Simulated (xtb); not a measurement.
xtb single point, GFN2-xTB, GBSA implicit methanol, on ethanol, C2H6O (SMILES CCO), charge 0, multiplicity 1.

```
xtb m.xyz --gfn 2 --chrg 0 --uhf 0 --norestart --sp --gbsa methanol

9

C     -0.819178    -0.256911     0.020281
C      0.554353     0.405851    -0.006741
O      1.584193    -0.454890     0.419878
H     -1.584193     0.460631    -0.262914
H     -1.035463    -0.627295     1.019465
H     -0.852550    -1.093983    -0.675831
H      0.766295     0.781022    -1.019465
H      0.580476     1.250669     0.685117
H      1.565617    -1.250669    -0.123678
```

It prints:

```

          ...................................................
          :                      SETUP                      :
          :.................................................:
          :  # basis functions                  18          :
          :  # atomic orbitals                  18          :
          :  # shells                           12          :
          :  # electrons                        20          :
          :  max. iterations                   250          :
          :  Hamiltonian                  GFN2-xTB          :
          :  restarted?                      false          :
          :  GBSA solvation                   true          :
          :  PC potential                    false          :
          :  electronic temp.          300.0000000     K    :
          :  accuracy                    1.0000000          :
          :  -> integral cutoff          0.2500000E+02      :
          :  -> integral neglect         0.1000000E-07      :
          :  -> SCF convergence          0.1000000E-05 Eh   :
          :  -> wf. convergence          0.1000000E-03 e    :
          :  Broyden damping             0.4000000          :
          :  net charge                          0          :
          :  unpaired electrons                  0          :
          ...................................................

 iter      E             dE          RMSdq      gap      omega  full diag
   1    -11.5040333 -0.115040E+02  0.380E+00   13.23       0.0  T
   2    -11.5217335 -0.177002E-01  0.201E+00   12.92       1.0  T
   3    -11.5221997 -0.466235E-03  0.678E-01   12.92       1.0  T
   4    -11.5223233 -0.123599E-03  0.136E-01   12.91       1.0  T
   5    -11.5223365 -0.131730E-04  0.743E-02   12.93       1.0  T
   6    -11.5223385 -0.197986E-05  0.140E-02   12.93       2.4  T
   7    -11.5223387 -0.216133E-06  0.341E-03   12.93       9.8  T
   8    -11.5223387 -0.675498E-08  0.110E-03   12.93      30.2  T
   9    -11.5223387 -0.179297E-08  0.220E-04   12.93     151.6  T
  10    -11.5223387 -0.115197E-10  0.833E-05   12.93     400.3  T

   *** convergence criteria satisfied after 10 iterations ***

         #    Occupation            Energy/Eh            Energy/eV
      -------------------------------------------------------------
         1        2.0000           -0.6870619             -18.6959
       ...           ...                  ...                  ...
         4        2.0000           -0.5522400             -15.0272
         5        2.0000           -0.5260179             -14.3137
         6        2.0000           -0.5127292             -13.9521
         7        2.0000           -0.4750614             -12.9271
         8        2.0000           -0.4619664             -12.5707
         9        2.0000           -0.4391291             -11.9493
        10        2.0000           -0.4105326             -11.1712 (HOMO)
        11                          0.0647803               1.7628 (LUMO)
        12                          0.1153942               3.1400
        13                          0.1403867               3.8201
        14                          0.1625400               4.4229
        15                          0.1752205               4.7680
       ...                                ...                  ...
        18                          0.2795974               7.6082
      -------------------------------------------------------------
                  HL-Gap            0.4753128 Eh           12.9339 eV
             Fermi-level           -0.1728762 Eh           -4.7042 eV


         :::::::::::::::::::::::::::::::::::::::::::::::::::::
         ::                     SUMMARY                     ::
         :::::::::::::::::::::::::::::::::::::::::::::::::::::
         :: total energy             -11.401314334173 Eh    ::
         :: total w/o Gsasa/hb       -11.396303529730 Eh    ::
         :: gradient norm              0.004508230175 Eh/a0 ::
         :: HOMO-LUMO gap             12.933920888157 eV    ::
         ::.................................................::
         :: SCC energy               -11.522338196716 Eh    ::
         :: -> isotropic ES            0.031327212513 Eh    ::
         :: -> anisotropic ES          0.001786801343 Eh    ::
         :: -> anisotropic XC          0.002460408841 Eh    ::
         :: -> dispersion             -0.002767172846 Eh    ::
         :: -> Gsolv                  -0.007770855815 Eh    ::
         ::    -> Gelec               -0.002760051372 Eh    ::
         ::    -> Gsasa               -0.004953197019 Eh    ::
         ::    -> Ghb                 -0.003414536947 Eh    ::
         ::    -> Gshift               0.003356929523 Eh    ::
         :: repulsion energy           0.121023862542 Eh    ::
         :: add. restraining           0.000000000000 Eh    ::
         :: total charge              -0.000000000000 e     ::
         :::::::::::::::::::::::::::::::::::::::::::::::::::::

[... lines cut ...]
         7        2.0000           -0.4750614             -12.9271
         8        2.0000           -0.4619664             -12.5707
         9        2.0000           -0.4391291             -11.9493
        10        2.0000           -0.4105326             -11.1712 (HOMO)
        11                          0.0647803               1.7628 (LUMO)
        12                          0.1153942               3.1400
        13                          0.1403867               3.8201
        14                          0.1625400               4.4229
        15                          0.1752205               4.7680
        16                          0.2216840               6.0323
        17                          0.2536112               6.9011
        18                          0.2795974               7.6082
      -------------------------------------------------------------
                  HL-Gap            0.4753128 Eh           12.9339 eV
             Fermi-level           -0.1728762 Eh           -4.7042 eV

     #   Z          covCN         q      C6AA      α(0)
     1   6 C        3.750    -0.126    22.991     6.838
     2   6 C        3.673     0.084    19.408     6.314
     3   8 O        1.655    -0.494    22.753     6.439
     4   1 H        0.925     0.048     2.345     2.395
     5   1 H        0.925     0.051     2.302     2.372
     6   1 H        0.925     0.047     2.358     2.401
     7   1 H        0.923     0.018     2.757     2.597
     8   1 H        0.924     0.041     2.429     2.437
     9   1 H        0.805     0.330     0.639     1.255

 Mol. C6AA /au·bohr⁶  :        506.780533
 Mol. C8AA /au·bohr⁸  :      10115.406468
 Mol. α(0) /au        :         33.049298

Wiberg/Mayer (AO) data.
largest (>0.10) Wiberg bond orders for each atom

 ---------------------------------------------------------------------------
     #   Z sym  total        # sym  WBO       # sym  WBO       # sym  WBO
 ---------------------------------------------------------------------------
     1   6 C    3.994 --     2 C    1.012     5 H    0.987     6 H    0.986
                             4 H    0.985
     2   6 C    3.955 --     1 C    1.012     3 O    0.995     8 H    0.975
                             7 H    0.971
     3   8 O    1.928 --     2 C    0.995     9 H    0.877
     4   1 H    0.998 --     1 C    0.985
     5   1 H    0.997 --     1 C    0.987
     6   1 H    0.998 --     1 C    0.986
     7   1 H    1.000 --     2 C    0.971
     8   1 H    0.998 --     2 C    0.975
     9   1 H    0.891 --     3 O    0.877
 ---------------------------------------------------------------------------


molecular dipole:
                 x           y           z       tot (Debye)
 q only:       -0.467      -0.220      -0.441
   full:       -0.553      -0.276      -0.593       2.178
molecular quadrupole (traceless):
                xx          xy          yy          xz          yz          zz
 q only:       -2.013      -1.145       2.470      -2.118       0.871      -0.458
  q+dip:       -3.559      -1.029       3.183      -3.203       1.473       0.377
   full:       -3.216      -1.291       3.285      -2.990       1.420      -0.069

           -------------------------------------------------
          | TOTAL ENERGY              -11.401314334173 Eh   |
          | GRADIENT NORM               0.004508230175 Eh/α |
          | HOMO-LUMO GAP              12.933920888157 eV   |
           -------------------------------------------------
```

The total energy is -310.25 eV, -0.19 eV from the same level's vacuum run.
